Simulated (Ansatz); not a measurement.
Results of PBEsol (Ansatz, a first-principles code, PAW) for trigonal Se.

Numerical settings: plane-wave cutoff 520 eV, 12×12×8 k mesh (along the axes of the cell as run), Fermi–Dirac smearing 0.01 eV, scalar-relativistic PAW data made under PBE.

Response to compression and expansion:

Shape and atoms are relaxed at each volume.

| V (Å³/atom) | P (GPa) | direct gap at Γ (eV) | c (Å) | a (Å) |
|---|---|---|---|---|
| 23.147 | 1.12 | 2.043 | 5.135 | 3.952 |
| 23.629 | 0.52 | 2.008 | 5.129 | 3.995 |
| 24.111 | 0.00 | 1.987 | 5.121 | 4.038 |
| 24.593 | -0.39 | 1.976 | 5.114 | 4.082 |
| 25.076 | -0.74 | 1.976 | 5.105 | 4.125 |

The fundamental gap (0.39 eV at the equilibrium volume, with added k points) lies elsewhere than Γ–Γ.

Note: the cell comes from a level without a dispersion term, which matters for the spacing of layers, chains or molecules; the bulk modulus comes from volumes at which shape and atoms were relaxed.

Spin–orbit coupling is not included.
